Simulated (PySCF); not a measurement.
Can point charges reproduce the dipole moment of `C=[P@@](C)(P)CC`?

Coordinates (GFN2-xTB, Å) and charges (e) from the PBE0/pcSseg-1 density (PySCF):

```csv
atom,x,y,z,Mulliken,IAO,Hirshfeld,ESP-fitted
C1,-1.996,1.006,0.451,-0.5275,-0.8805,-0.3141,-1.0225
P2,-0.661,0.007,0.083,+0.1788,+0.9903,+0.3188,+0.4576
C3,-0.285,-0.990,1.565,-0.4178,-0.6365,-0.1559,-0.4541
P4,-0.320,-1.569,-1.525,-0.0836,-0.1242,+0.0059,-0.3606
C5,0.790,1.112,-0.141,-0.4218,-0.4564,-0.1010,+0.2370
C6,2.067,0.412,-0.573,-0.2725,-0.4150,-0.1200,-0.4016
H7,-2.225,1.710,-0.345,+0.1135,+0.1405,+0.0126,+0.2454
H8,-2.872,0.430,0.741,+0.1129,+0.1398,+0.0118,+0.2762
H9,0.521,-1.695,1.367,+0.1479,+0.1564,+0.0440,+0.1418
H10,-1.183,-1.540,1.843,+0.1598,+0.1674,+0.0549,+0.1813
H11,-0.019,-0.315,2.376,+0.1638,+0.1713,+0.0547,+0.1481
H12,-1.592,-2.072,-1.267,+0.0643,-0.0009,-0.0138,+0.1196
H13,-0.813,-0.690,-2.487,+0.0627,-0.0040,-0.0142,+0.1042
H14,0.492,1.870,-0.872,+0.1600,+0.1555,+0.0495,+0.0178
H15,0.916,1.617,0.822,+0.1677,+0.1630,+0.0494,-0.0004
H16,1.945,-0.043,-1.555,+0.1385,+0.1420,+0.0314,+0.1178
H17,2.888,1.125,-0.628,+0.1313,+0.1509,+0.0475,+0.0939
H18,2.339,-0.369,0.135,+0.1219,+0.1406,+0.0387,+0.0983
```

What dipole does each set of charges give (1 e·Å = 4.803 D), and what does the density give?

The full density gives (1.51, -0.70, -0.23) D, 1.68 D in size; dipole vectors point from the negative to the positive end.

```tsv
scheme	μx	μy	μz	size (D)	share of the full size (%)	angle to the full dipole (°)
Mulliken	2.43	-1.83	-0.60	3.10	185	12
IAO	2.61	-1.62	-0.59	3.13	187	8
Hirshfeld	2.01	-1.11	-0.06	2.30	137	8
ESP-fitted	1.55	-0.78	-0.20	1.74	104	2
```

Which set comes closest?

Length of the difference vector: ESP-fitted 0.09 D, Hirshfeld 0.67 D, IAO 1.49 D, Mulliken 1.51 D. Closest: ESP-fitted. ESP charges are fitted to the potential around the molecule, whose slowest-falling term is the dipole's. The schemes that divide the density aren't constrained to reproduce the dipole.

What is left for the Hirshfeld atoms' own dipoles?

The Hirshfeld atoms' densities add up to the full density, so μ = Σ q r + Σ (atomic dipoles). The atomic dipoles sum to (1.51, -0.70, -0.23) − (2.01, -1.11, -0.06) = (-0.50, 0.41, -0.17) D, 0.67 D in size.

With the origin at the mean of the coordinates, (0.000, 0.000, -0.001) Å, which are the largest single terms, by size, of the Mulliken dipole along the direction of the full one?

C1 +5.76, C6 -2.31, H8 -1.55, H7 -1.45, H17 +1.40 D; all 18 atoms together +3.02 D. The single terms depend on the origin, their sum doesn't.

Give the size of the full dipole in other units.

1.68 D = 0.659 au = 0.349 e·Å = 5.59 × 10⁻³⁰ C·m.

Geometry: GFN2-xTB, one conformer, isolated molecule.

The values belong to the conformer `[CH2:1]=[P@@:2]([CH3:3])([PH2:4])[CH2:5][CH3:6]`: C1–P2–C5–C6 -176°, H–P4–P2–C1 -44°, H–P4–P2–C1 48°.
